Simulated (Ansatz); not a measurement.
Ansatz (a quantum-chemistry and plane-wave program) input (CCSD(T)/aug-cc-pVDZ):

Ansatz 0.2 input:
```yaml
crystal:
  periodic: [false, false, false]
  atoms:
    - {symbol: C, position_ang: [0.01091998, 0.21658882, 0.95978002]}
    - {symbol: C, position_ang: [-0.00015083, 0.23216616, -0.35161891]}
    - {symbol: F, position_ang: [0.00546660, -0.79615711, 1.78204925]}
    - {symbol: F, position_ang: [0.00746909, 1.34330003, -1.06320299]}
    - {symbol: F, position_ang: [-0.02011512, -0.84631291, -1.12428700]}
basis:
  gaussian:
    orbitals: aug-cc-pVDZ
magnetization: {spin_polarized: true, initial_magnetization: 1}
correlation: {method: ccsd_t, electrons: outside_noble_gas}
output: {forces: true}
```

Output:

```
Functional definition: HF
integrals: 0.31 GiB planned
1107 factors; integrals over basis functions are off by at most 3.7e-4 eV
mean field: 0.42 GiB planned
mean field evaluation 1: about -10173.5807 eV, gradient 2.2e1 eV
mean field evaluation 2: about -10173.5823 eV, gradient 2.2e1 eV
mean field evaluation 4: about -10175.9558 eV, gradient 3.4e0 eV
mean field evaluation 8: about -10176.1368 eV, gradient 6.7e-1 eV
mean field evaluation 16: about -10173.5796 eV, gradient 2.2e1 eV
mean field evaluation 32: about -10174.7745 eV, gradient 1.0e0 eV
mean field evaluation 64: about -10174.6565 eV, gradient 8.1e-3 eV
mean field evaluation 96: about -10174.6565 eV, gradient 5.8e-5 eV
mean field -10176.20318582 eV, -373.9685694008 hartree, gradient 2.0e-6 eV, S^2 0.941023; 2 other end points of the search recorded, 0 dependent functions left out
determinant -10176.20318582 eV, -373.9685694008 hartree, with singles and doubles -10199.22932402 eV, -374.8147643717 hartree
determinant -10174.65651900 eV, -373.9117304435 hartree, with singles and doubles -10197.73265079 eV, -374.7597626450 hartree
5 core orbitals not correlated
reference -10176.20318582 eV, -373.9685694008 hartree; 15, 14 occupied and 95, 96 virtual orbitals, 1107 factors
densities: 2.49 GiB planned
second order -22.36463709 eV of doubles, -0.00000000 eV of singles
coupled cluster: 1.53 GiB planned
cycle   1  -23.00259888 eV  change   -7.7e-1 eV  update   4.2e-2
cycle   2  -23.07721686 eV  change   -7.5e-2 eV  update   1.0e-2
cycle   3  -23.08192343 eV  change   -4.7e-3 eV  update   5.9e-3
cycle   4  -23.08578284 eV  change   -3.9e-3 eV  update   1.7e-3
cycle   5  -23.08709816 eV  change   -1.3e-3 eV  update   9.6e-4
cycle   6  -23.08898704 eV  change   -1.9e-3 eV  update   5.6e-4
cycle   7  -23.09003015 eV  change   -1.0e-3 eV  update   2.7e-4
cycle   8  -23.09031091 eV  change   -2.8e-4 eV  update   9.6e-5
cycle   9  -23.09036991 eV  change   -5.9e-5 eV  update   3.6e-5
cycle  10  -23.09036644 eV  change    3.5e-6 eV  update   1.4e-5
cycle  11  -23.09036772 eV  change   -1.3e-6 eV  update   6.9e-6
cycle  12  -23.09036499 eV  change    2.7e-6 eV  update   3.3e-6
cycle  13  -23.09036463 eV  change    3.6e-7 eV  update   1.6e-6
cycle  14  -23.09036404 eV  change    5.9e-7 eV  update   6.8e-7
coupled cluster: 1.55 GiB planned
perturbative correction -0.71751070 eV, -0.0263680319 hartree
the calculation of the forces begins
Total energy: -10200.01106056 eV, -374.8434926598 hartree
Atom 0 at     0.010920     0.216589     0.959780 Å, force     0.018448     0.871633     0.893750 eV/Å
Atom 1 at    -0.000151     0.232166    -0.351619 Å, force    -0.007097    -0.098719    -0.684227 eV/Å
Atom 2 at     0.005467    -0.796157     1.782049 Å, force    -0.005006    -0.853616     0.645425 eV/Å
Atom 3 at     0.007469     1.343300    -1.063203 Å, force     0.005270     0.725004    -0.429648 eV/Å
Atom 4 at    -0.020115    -0.846313    -1.124287 Å, force    -0.011615    -0.644301    -0.425300 eV/Å
Dipole moment:     0.001108     0.026888     0.090338 e Å
```

It need not be the lowest isomer of its formula.

The determinant is spin-contaminated: <S^2> is 0.94 against 0.75 for a pure state.
